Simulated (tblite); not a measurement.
C₃H₃O (doublet state).
Bonds: O1–C2 (double), C2–C3, C3–C4, C2–C4. Hydrogens: H5 on C3; H6, H7 on C4.
Bond orders are those of one Lewis drawing.

Computed with GFN2-xTB (tblite), gas phase: L-BFGS steps from a force-field or distance-geometry start until the largest atomic force falls under 0.01 eV/Å.

At the end of the run (lengths in Å): C2–C4 1.619, C2–C3 1.346, C3–C4 1.466, O1=C2 1.189, C4–H7 1.082, C3–H5 1.067, C4–H6 1.084, O1–C2–C3 163.2°, C2–C3–H5 136.4°, C2–C4–H6 128.0°, C2–C4–H7 107.5°, O1–C2–C3–C4 168°, O1–C2–C4–C3 -175°, H6–C4–C2–O1 83°, H5–C3–C2–O1 -61°.

Question: These geometries were met on the way; a selection of coordinates is given. Order them by energy above the end point, lowest first.
A. C2–C4 1.595, C2–C3 1.360, C3–C4 1.468, O1=C2 1.201, C4–H7 1.076, C3–H5 1.080, C4–H6 1.081, O1–C2–C3 157.1°, C2–C3–H5 136.1°, C2–C4–H6 125.4°, C2–C4–H7 115.6°, O1–C2–C3–C4 172°, O1–C2–C4–C3 -175°, H6–C4–C2–O1 79°, H5–C3–C2–O1 -56°
B. C2–C4 1.518, C2–C3 1.360, C3–C4 1.511, O1=C2 1.196, C4–H7 1.082, C3–H5 1.079, C4–H6 1.086, O1–C2–C3 145.6°, C2–C3–H5 116.8°, C2–C4–H6 112.0°, C2–C4–H7 120.1°, O1–C2–C3–C4 -138°, O1–C2–C4–C3 145°, H6–C4–C2–O1 35°, H5–C3–C2–O1 -23°
C. C2–C4 1.442, C2–C3 1.443, C3–C4 1.434, O1=C2 1.223, C4–H7 1.077, C3–H5 1.083, C4–H6 1.087, O1–C2–C3 132.5°, C2–C3–H5 117.6°, C2–C4–H6 117.4°, C2–C4–H7 117.3°, O1–C2–C3–C4 -120°, O1–C2–C4–C3 122°, H6–C4–C2–O1 15°, H5–C3–C2–O1 -2°
D. C2–C4 1.591, C2–C3 1.374, C3–C4 1.455, O1=C2 1.193, C4–H7 1.083, C3–H5 1.084, C4–H6 1.081, O1–C2–C3 156.3°, C2–C3–H5 129.0°, C2–C4–H6 120.2°, C2–C4–H7 118.1°, O1–C2–C3–C4 176°, O1–C2–C4–C3 -177°, H6–C4–C2–O1 72°, H5–C3–C2–O1 -56°
E. C2–C4 1.576, C2–C3 1.378, C3–C4 1.462, O1=C2 1.200, C4–H7 1.100, C3–H5 1.079, C4–H6 1.089, O1–C2–C3 155.1°, C2–C3–H5 122.2°, C2–C4–H6 115.2°, C2–C4–H7 120.2°, O1–C2–C3–C4 -177°, O1–C2–C4–C3 178°, H6–C4–C2–O1 63°, H5–C3–C2–O1 -54°

Answer: A (0.063 eV), D (0.132 eV), E (0.240 eV), B (0.566 eV), C (1.117 eV).

```csv
step,E above end (eV),"rms distance from the end, all atoms (Å)",largest force (eV/Å),rms shift of all bonds from the end (Å)
8,0.063,0.070,0.780,0.012
7,0.132,0.109,1.087,0.017
6,0.240,0.160,1.121,0.022
3,0.566,0.272,1.524,0.042
0,1.117,0.321,3.441,0.078
```

Rows stand in the order of the answer.
